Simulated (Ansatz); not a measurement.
The input, for Ansatz 0.2.0:

```yaml
crystal:
  periodic: [false, false, false]
  atoms:
    - {symbol: Al, position_ang: [-1.881515, 0.000000, 0.000000]}
    - {symbol: H, position_ang: [-2.674439, 1.373384, 0.000000]}
    - {symbol: H, position_ang: [-2.674439, -1.373384, 0.000000]}
    - {symbol: H, position_ang: [0.307485, 0.000000, 0.000000]}
    - {symbol: Si, position_ang: [1.988485, 0.000000, 0.000000]}
basis:
  gaussian: {orbitals: cc-pVDZ}
magnetization: {spin_polarized: false, initial_magnetization: 2}
correlation: {method: sc_nevpt2, electrons: outside_noble_gas, active_space: {window: {electrons: 4, orbitals: 4}}}
```

```sh
$ ansatz run in.yaml --threads 1 --pin off --events-out ev --progress --plain --max-ram 2393MiB
```

Roughly how long does this take on 1 thread of Intel Xeon Platinum 8488C, shared host, and how much host memory?

5.5 s wall and 0.11 GiB.

```
495 factors; integrals over basis functions are off by at most 1.6e-3 eV
mean field evaluation 1: about -14487.5105 eV, gradient 1.1e1 eV
mean field evaluation 2: about -14487.5120 eV, gradient 1.1e1 eV
mean field evaluation 4: about -14488.4011 eV, gradient 1.4e0 eV
mean field evaluation 8: about -14488.4206 eV, gradient 3.0e-3 eV
mean field evaluation 16: about -14488.0715 eV, gradient 1.2e-4 eV
mean field evaluation 32: about -14487.1129 eV, gradient 2.2e-5 eV
mean field evaluation 64: about -14488.4157 eV, gradient 4.0e-1 eV
mean field -14488.42058507 eV, -532.4396358973 hartree, gradient 3.6e-6 eV, S^2 2.000000; 13 other end points of the search recorded, 0 dependent functions left out
reference -14488.42058507 eV, -532.4396358973 hartree; 16, 14 occupied and 35, 37 virtual orbitals, 495 factors
state -14488.90914169 eV, -532.4575900217 hartree
state -14488.90914169 eV, -532.4575900217 hartree; corrected -14492.22359931 eV, -532.5793940928 hartree
Total energy: -14492.22359931 eV, -532.5793940928 hartree
```
